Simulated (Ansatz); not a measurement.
**La (model structure, started from the beta-W type, Pm-3n, No. 223, 8 atoms in the cell): equilibrium lattice constant a by level of theory**

No measured value is used here.

```csv
level (code),value (Å)
PBE (Ansatz),___
PBEsol (Ansatz),6.449
PBE-D3(BJ) (Ansatz),6.472
```

Question: Complete the blanks.

Answer: 
- PBE (Ansatz, a quantum-chemistry and plane-wave program), value (Å): 6.651

Ansatz's density-functional and Hartree–Fock values are scalar-relativistic unless marked +SOC, with PAW data made under PBE.

A model structure was made by putting elements into a prototype or built by hand; it is no filed structure, need not be a known phase, and can be a saddle point held by its symmetry.
